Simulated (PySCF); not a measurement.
## Vertical excitation energies

2-propynal, C3H2O.
SMILES: `O=CC#C`

Theory: TDDFT CAM-B3LYP/def2-SVPD, vertical, gas phase, core orbitals frozen in the response (PySCF 2.14.0, density-fitted response routines). Isolated species at its PBE0-D3(BJ)/def2-SVP geometry, gas phase.

Question: What does the calculation give for the low-lying excited states?

Answer: 

```json
{"state": "S1", "E (eV)": "3.88", "λ (nm)": "319.6", "f": "0.0003", "symmetry": "–", "main configurations (H = HOMO, L = LUMO)": "H→L (96%)"}
{"state": "S2", "E (eV)": "4.91", "λ (nm)": "252.6", "f": "0.0000", "symmetry": "–", "main configurations (H = HOMO, L = LUMO)": "H-2→L (97%)"}
{"state": "S3", "E (eV)": "5.81", "λ (nm)": "213.4", "f": "0.104", "symmetry": "A′", "main configurations (H = HOMO, L = LUMO)": "H-1→L (78%), H-2→L+1 (10%)"}
{"state": "S4", "E (eV)": "6.88", "λ (nm)": "180.3", "f": "0.0000", "symmetry": "–", "main configurations (H = HOMO, L = LUMO)": "H-1→L+1 (59%), H-1→L+2 (30%)"}
{"state": "S5", "E (eV)": "7.46", "λ (nm)": "166.1", "f": "0.0046", "symmetry": "A′", "main configurations (H = HOMO, L = LUMO)": "H→L+1 (85%), H→L+2 (10%)"}
{"state": "S6", "E (eV)": "8.35", "λ (nm)": "148.4", "f": "0.113", "symmetry": "A′", "main configurations (H = HOMO, L = LUMO)": "H→L+2 (35%), H-2→L+1 (28%), H→L+3 (23%)"}
{"state": "S7", "E (eV)": "8.36", "λ (nm)": "148.3", "f": "0.199", "symmetry": "A′", "main configurations (H = HOMO, L = LUMO)": "H-2→L+1 (42%), H→L+2 (24%), H→L+3 (10%)"}
{"state": "S8", "E (eV)": "8.54", "λ (nm)": "145.2", "f": "0.059", "symmetry": "A″", "main configurations (H = HOMO, L = LUMO)": "H-1→L+2 (61%), H-1→L+1 (34%)"}
{"state": "S9", "E (eV)": "8.56", "λ (nm)": "144.8", "f": "0.248", "symmetry": "A′", "main configurations (H = HOMO, L = LUMO)": "H-2→L+2 (70%), H-1→L+5 (13%), H-1→L (8%)"}
{"state": "S10", "E (eV)": "8.92", "λ (nm)": "139.0", "f": "0.0021", "symmetry": "A″", "main configurations (H = HOMO, L = LUMO)": "H-4→L (63%), H-2→L+5 (30%)"}
```

Triplets, Tamm–Dancoff:

| state | E (eV) | λ (nm) | main configurations (H = HOMO, L = LUMO) |
| --- | --- | --- | --- |
| T1 | 3.27 | 378.7 | H→L (95%) |
| T2 | 4.06 | 305.6 | H-1→L (92%) |
| T3 | 4.57 | 271.0 | H-2→L (93%) |
| T4 | 5.61 | 221.1 | H-2→L+1 (50%), H-2→L+2 (32%) |

The lowest singlet comes at 320 nm (374 kJ/mol) in the ultraviolet; it is dark (f under 0.0005); its leading configuration is HOMO→LUMO (96%). The most intense listed level is S9 at 8.56 eV (145 nm, f = 0.248), 4.68 eV above S1. S6/S7 lie within about 0.01 eV of each other. Löwdin shares by element: HOMO oxygen 68%, carbon 22% or more, hydrogen 8% or more; LUMO carbon 65%, oxygen 28%. The listed states span 5.04 eV, and the widest gap between neighbours is 1.07 eV (S3 to S4). The oscillator strengths of these states sum to 0.729; summed over the whole spectrum of an exact calculation they would give the number of electrons, 28 (Thomas–Reiche–Kuhn). Of the 10 states listed, 5 reach f = 0.01 and 3 stay under 0.0005. The vertical ionisation energy (ΔSCF) is 10.77 eV, 1.85 eV above S10. Symmetry labels in Cs follow from the direction of the transition dipole and are given only for states with f of 0.002 or more. Only the lowest 10 singlets were computed, as vertical energies without vibronic structure.

Hardware: one thread, INTEL XEON PLATINUM 8581C at 2.10 GHz (x86_64) (shared host). Cost: 23 s, 0.45 GiB resident at most.
